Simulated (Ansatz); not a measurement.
A made-up structure of CH₄LiO (charge +1), closed shell:

Li1  (2.427, -0.423, -0.407)
C2  (-0.492, -0.173, -0.290)
O3  (0.849, 0.585, 0.100)
H4  (-1.125, 0.705, -0.460)
H5  (-0.207, -0.486, -1.300)
H6  (0.756, 1.045, 0.947)
H7  (1.591, -0.033, 0.169)
(Å)

It is relaxed with PBE-D4/def2-SVP and then PBE0-D4/def2-TZVP (Ansatz 0.2.0). Atoms count as bonded within 1.22 times the sum of their covalent radii (H–H: 0.88 Å). The end point is not checked to be a true minimum.

Q: Does its bonding change? (A judgement: the text doesn't fix the answer.)

A: The calculation gives: Yes. Formed: Li1–C2; broken: Li1–O3, Li1–H7.

Where it ends: The first stage lowers the energy by 5.92 eV in 15 steps. It ends as CH₄LiO ([Li][CH2][OH2]), total charge +1:
```xyz
7
angstrom
Li 1.5674 -1.7101 -1.1743
C 0.3393 -0.1800 -0.5934
O 0.9087 0.9164 0.3683
H -0.6262 -0.4229 -0.1389
H 0.1207 0.4433 -1.4660
H 0.2862 1.6379 0.5567
H 1.2038 0.5357 1.2066
```

Labels in which every atom is bracketed show which atoms are joined, not bond orders.

For scale, one of the runs: PBE0-D4/def2-TZVP relaxation, 100 basis functions, launched by `ansatz run in.yaml --threads 2 --pin off --events-out ev --progress --plain --max-ram 4352MiB`. The run took about 8 s on 2 CPU threads of an Arm Neoverse V2 (shared host).
